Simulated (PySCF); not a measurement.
Compound: C5H7F.
Atom-mapped SMILES: `[CH2:1]=[CH:2][CH2:3][C:4](=[CH2:5])[F:6]` (hydrogens: H7, H8 on C1; H9 on C2; H10, H11 on C3; H12, H13 on C5)

Method: PBE0-D3(BJ)/def2-SVP geometry optimisation, gas phase (PySCF); density fitting, grid level 1; the optimiser is geomeTRIC in internal coordinates, started from a GFN2-xTB structure with every atom displaced at random (about 0.01 Å).

Step 0: E = -7999.7880 eV
```
atom  x, y, z in Å  |  force x, y, z in eV/Å
C1     -1.7431    1.0646   -0.4984   -2.003   2.378  -1.392
C2     -0.8644    0.6163    0.3308    1.871  -1.071   1.942
C3     -0.3855   -0.7939    0.3279    1.898   0.450   0.850
C4      1.1405   -0.8883    0.0871   -2.943  -1.983   0.931
C5      1.9271    0.0245   -0.3796    1.121   2.015  -0.735
F6      1.5873   -2.1203    0.3810    0.089   0.163   0.002
H7     -2.2005    0.4673   -1.2635   -0.247  -0.586  -0.547
H8     -2.0860    2.1165   -0.4701    0.141  -0.374   0.041
H9     -0.4273    1.2681    1.1075   -0.110  -0.105  -0.220
H10    -0.5730   -1.2520    1.3216    0.044  -0.030  -0.218
H11    -0.9006   -1.3840   -0.4111   -0.392  -0.525  -0.589
H12     2.9804   -0.1715   -0.5027    0.468  -0.077  -0.110
H13     1.5400    1.0197   -0.6291    0.061  -0.253   0.045
```

Step 1: E = -7999.9654 eV
```
atom  x, y, z in Å  |  force x, y, z in eV/Å
C1     -1.7943    1.1192   -0.4809    0.194  -0.335   0.168
C2     -0.8624    0.6024    0.3279   -0.193   0.253  -0.183
C3     -0.3499   -0.7994    0.2924   -0.113  -0.211  -0.100
C4      1.1366   -0.9009    0.1277    0.143   0.395  -0.119
C5      1.9542    0.0162   -0.3940   -0.130  -0.331   0.040
F6      1.6342   -2.0577    0.5765   -0.098  -0.100  -0.017
H7     -2.2707    0.5205   -1.2647    0.035   0.021  -0.016
H8     -2.1294    2.1494   -0.3660   -0.032   0.120  -0.009
H9     -0.4247    1.2462    1.0998    0.036  -0.008   0.025
H10    -0.6039   -1.3047    1.2407    0.038  -0.025   0.044
H11    -0.8625   -1.3839   -0.5008    0.142   0.098   0.126
H12     3.0241   -0.1867   -0.4755   -0.030   0.057   0.025
H13     1.5434    0.9465   -0.7816    0.010   0.065   0.016
```

Problem. Estimate the geometry and energy of step 2. (The exact step hangs on the optimiser's Hessian estimate; all steps are aligned on step 1, rigid shifts and turns removed.)

Solution. E = -7999.9706 eV, largest force 0.311 eV/Å
```
atom  x, y, z in Å  |  force x, y, z in eV/Å
C1     -1.7930    1.0913   -0.4770    0.028   0.196   0.088
C2     -0.8588    0.6280    0.3540   -0.158  -0.119  -0.240
C3     -0.3556   -0.7778    0.3040    0.084   0.034   0.135
C4      1.1229   -0.8882    0.1107    0.119   0.001  -0.018
C5      1.9636    0.0104   -0.3963   -0.131   0.037   0.021
F6      1.5846   -2.0787    0.5092    0.027  -0.136  -0.002
H7     -2.2286    0.4582   -1.2570   -0.001   0.012   0.017
H8     -2.1573    2.1195   -0.4046   -0.016   0.001  -0.030
H9     -0.4246    1.2831    1.1195   -0.023  -0.039  -0.014
H10    -0.5941   -1.2976    1.2500    0.046   0.005   0.005
H11    -0.8731   -1.3469   -0.4890    0.025   0.014   0.025
H12     3.0284   -0.2075   -0.4884   -0.013  -0.020   0.012
H13     1.5804    0.9732   -0.7336    0.014   0.014   0.002
```

The energy changes by -0.0051 eV. The first-order estimate −F·Δx gives -0.0233 eV and the mean of the old and new forces, exact on a quadratic surface, -0.0052 eV. The step makes an angle of 81° with the force vector and moves no atom by more than 0.086 Å.

What follows is the cost of the whole optimisation. Hardware: an Intel Xeon 6975P-C with one thread, shared host with 192 logical CPUs at a one-minute load of 73. Cost: 29 s wall, 0.52 GiB resident at most.
